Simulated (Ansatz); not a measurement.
# H2NaP: the cost of one run

Program: Ansatz 0.2.0, Gaussian basis. Level of theory: def2-QZVPP, all electrons in the functionals. These are calculated values, not measurements.

The runs, in order: PBE, BLYP, r2SCAN, B97M-V, PBE0, B3LYP, at charge 0, triplet; charge 0, singlet; charge 0, quintet; charge 1, doublet; charge 1, quartet.

2 further runs of the same task are left out: 2 set aside as unsound or not needed.

### Step 1. The geometry

The geometry is a PBE0/def2-TZVP stationary point (not a proven minimum).

4 atoms, charge 0, spin multiplicity 3.

Atoms are counted from 1 here; the program's logs count them from 0.

Bond lengths: P1–H3 1.428 Å, P1–H4 1.422 Å. Angles: H3–P1–H4 92.2°.

No dispersion term is added; B97M-V holds VV10 nonlocal correlation. B3LYP takes the VWN-RPA correlation.

The geometry shown and the zero of energy belong to the point charge 0, triplet. The yardstick, UCCSD(T), and other wave-function levels (R restricted, U unrestricted, valence and pair active spaces) come from earlier runs.

### Step 2. PBE, charge 0, triplet

Contents of in.yaml:

```yaml
crystal:
  periodic: [false, false, false]
  atoms:
    - {symbol: P, position_ang: [0.000000, 0.043087, 1.485539]}
    - {symbol: Na, position_ang: [0.000000, -0.013997, -2.203989]}
    - {symbol: H, position_ang: [0.000000, 0.351389, 2.879640]}
    - {symbol: H, position_ang: [0.000000, -1.356203, 1.740145]}
basis:
  gaussian: {orbitals: "def2-QZVPP.json"}
magnetization: {spin_polarized: true, initial_magnetization: 2}
hamiltonian: {xc: {name: PBE}}
output: {orbitals: {seedname: orbitals}}
```

The run is started by

```
$ ansatz run in.yaml --threads 1 --pin off --events-out ev --progress --plain --max-ram 2393MiB
```

**Question.** How long does this run take on 1 thread of Arm Neoverse V1, shared host?

About 7 s.
